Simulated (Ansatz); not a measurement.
# SiO+ (quartet): wB97M-V, B2PLYP, RPA-PBE over a scan of the distance Si1–O2, cc-pVDZ

Aim: run SiO+ (quartet) with these functionals over a scan of the distance Si1–O2, and hold them against the top wave-function level at the same points.

The runs use Ansatz 0.2.0, Gaussian basis; cc-pVDZ, all electrons in the functionals, frozen cores in the correlation of double hybrids and RPA.

To be run: wB97M-V, B2PLYP, RPA-PBE, at 1.539 Å; 1.714 Å; 1.869 Å; 2.366 Å; 3.207 Å; 4.617 Å.

### Step 1. What is computed

The geometry derives from a PBE0/def2-TZVP stationary point (not a proven minimum). One bond is set to the value named and the two fragments are kept rigid.

2 atoms, charge 1, spin multiplicity 4.

Atoms are counted from 1 here; the program's logs count them from 0.

Bond lengths: Si1–O2 1.714 Å.

No dispersion term is added; wB97M-V holds VV10 nonlocal correlation.

The geometry shown and the zero of energy belong to the point 1.714 Å. The yardstick, FCI, and other wave-function levels (R restricted, U unrestricted, valence and pair active spaces) come from earlier runs.

### Step 2. wB97M-V, 1.539 Å

in.yaml reads:

```yaml
crystal:
  periodic: [false, false, false]
  atoms:
    - {symbol: Si, position_ang: [0.000000, 0.000000, 0.000000]}
    - {symbol: O, position_ang: [0.000000, 0.000000, 1.539000]}
basis:
  gaussian: {orbitals: cc-pVDZ}
total_charge: 1
magnetization: {spin_polarized: true, initial_magnetization: 3}
hamiltonian: {xc: {name: wB97M-V}}
output: {orbitals: {seedname: orbitals}}
```

Command:

```console
> ansatz run in.yaml --threads 1 --pin off --events-out ev --progress --plain --max-ram 2880MiB --backend cpu
```

The runs that follow: wB97M-V, 1.714 Å; wB97M-V, 1.869 Å; wB97M-V, 2.366 Å; wB97M-V, 3.207 Å; wB97M-V, 4.617 Å; B2PLYP, 1.539 Å; B2PLYP, 1.714 Å; B2PLYP, 1.869 Å; B2PLYP, 2.366 Å; B2PLYP, 3.207 Å; B2PLYP, 4.617 Å; RPA-PBE, 1.539 Å; RPA-PBE, 1.714 Å; RPA-PBE, 1.869 Å; RPA-PBE, 2.366 Å; RPA-PBE, 3.207 Å; RPA-PBE, 4.617 Å.

Before running them: what should the planned runs give, taken together? Wanted: span of the FCI curve; largest miss, wB97M-V; largest miss, B2PLYP; largest miss, RPA-PBE.

The runs gave:

| quantity | value |
| --- | --- |
| span of the FCI curve | 1.024 eV |
| largest miss, wB97M-V | -0.121 eV (2.366 Å) |
| largest miss, B2PLYP | -0.039 eV (2.366 Å) |
| largest miss, RPA-PBE | -0.438 eV (4.617 Å) |

**Reading.** Of the functionals, B2PLYP keep the smallest largest miss at the points compared (at most 0.039 eV) and RPA-PBE strays most (0.438 eV, at 4.617 Å). Functionals and the yardstick converge differently with the basis, so part of each miss in cc-pVDZ is the basis.
